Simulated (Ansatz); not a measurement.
## Diamond-structure Si

All values below come from HSE06 in Ansatz (PAW).

Settings: plane-wave cutoff 500 eV, 4×6×1 k mesh (along the axes of the cell as run), gaussian smearing 0.02 eV, scalar-relativistic PAW data made under PBE.

Cell: relaxed with r²SCAN.

| Property | Result |
|---|---|
| surface energy of the (110) face | 2.00 J/m² |

The slab of 16 atoms is relaxed and unreconstructed.

Computed values are for the static lattice.

Computing time: roughly 19 core-minutes.

Ansatz is a quantum-chemistry and plane-wave program.
